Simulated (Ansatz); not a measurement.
Consider the formal loss of a carbene: `CC1CCC1` → `C1CCC1` + `[CH2]` (triplet).

Computed with Ansatz on PBE0-D4/def2-TZVP structures; ΔE is electronic, products minus reactants. CCSD(T)/CBS adds triple-zeta CCSD(T) − MP2 to the extrapolated MP2 energy (def2 sets, frozen cores). This one scheme is used for every species. DFT in def2-TZVPP. B3LYP here is the variant with VWN-RPA as its local correlation; programs differ in this. Triplets are unrestricted, without spin–orbit coupling.

```tsv
level	ΔE (kcal/mol)	difference from CCSD(T)/CBS
r2SCAN-D4	100.0	-5.8
PBE0-D4	104.8	-1.0
B3LYP-D4	103.6	-2.2
ωB97X-V	108.1	2.3
ωB97M-V	106.2	0.4
B2PLYP	102.8	-3.0
HF/def2-TZVPP	69.6	-36.2
MP2/def2-TZVPP	106.5	0.7
SCS-MP2/def2-TZVPP	106.3	0.5
CCSD/def2-TZVPP	100.4	-5.4
CCSD(T)/def2-TZVPP	103.2	-2.6
HF/def2-QZVPP	69.7	-36.1
SCS-MP2/def2-QZVPP	108.2	2.4
HF/CBS(def2)	69.7	-36.1
MP2/CBS(def2)	109.1	3.3
CCSD/CBS(def2)	103.0	-2.8
CCSD(T)/CBS	105.8	0
```

Largest T1 diagnostic among the species: 0.011.

The D4 term adds +3.0 kcal/mol with B3LYP and +1.6 kcal/mol with PBE0; it sums over pairs of atoms, weighted by their polarisabilities, and B3LYP, whose exchange is more repulsive, gets the larger term. In def2-TZVPP, CCSD(T) changes the Hartree–Fock value by +33.5 kcal/mol (the triples alone add +2.8 kcal/mol) and MP2 by +36.8 kcal/mol. From PBE to PBE0 (25 % exact exchange), in def2-TZVPP and without D4, ΔE moves by −1.7 kcal/mol.
